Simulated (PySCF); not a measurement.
C5H8N (doublet state).
SMILES with atom numbers: `[CH3:1][C:2]1=[N:3][CH:4][CH2:5][CH2:6]1` (hydrogens: H7, H8, H9 on C1; H10 on C4; H11, H12 on C5; H13, H14 on C6)

Method: UKS B3LYP, pcH-1 on C H N, non-relativistic, mean-field spin-orbit, GIAO (PySCF 2.14.0). Geometry: GFN2-xTB; no solvent, vibrations or thermal averaging. A GFN2-xTB geometry isn't a minimum of the functional, and hyperfine couplings can be far from their values at a DFT geometry. The SCF solution wasn't tested for stability.

Problem. Match the computed a_iso(1H) values +65.8, +58.8, +45.9, -45.6 MHz (means over equivalent nuclei) with the sites H7/H8/H9; H10; H11/H12; H13/H14.

Solution. 
```tsv
site	a_iso (MHz)	ρ(0) (bohr⁻³)	position	distance from C4 (Å)	bound to	spin population there	largest |T| (MHz)
H7/H8/H9	+45.9	+0.0103	2 bonds from C2	4.07	C1	-0.05	5.8
H10	-45.6	-0.0102	1 bond from C4	1.07	C4	+0.64	26.4
H11/H12	+65.8	+0.0147	2 bonds from C4	2.15	C5	-0.05	6.0
H13/H14	+58.8	+0.0131	2 bonds from C2	3.12	C6	-0.04	5.5
```

ρ(0) is the spin density at the nucleus and T the dipolar tensor; entries for several nuclei are means. Largest spin populations (Mulliken): C4 (+0.64), C2 (+0.58) and N3 (-0.20). The positive populations add up to 1.38 and the negative ones to -0.38, together 2S = 1. The angles at C4 add up to 360.0°, so it is planar; its axial dipolar tensor and the negative coupling of its proton fit spin in a p orbital normal to that plane. Main spin sites, with 60 % or more of the largest population: C2, C4; positions count bonds from the nearest.

Means are taken over nuclei equivalent by connectivity, which assumes that they swap fast. The three 1H nuclei of mean +45.9 MHz run from 2.2 to 67.9 MHz in the frozen geometry.

The run took 39 s wall (grids of density and orbitals included) on an Arm Neoverse V1 with one thread, shared host, and the process peaked at 0.83 GiB of memory.
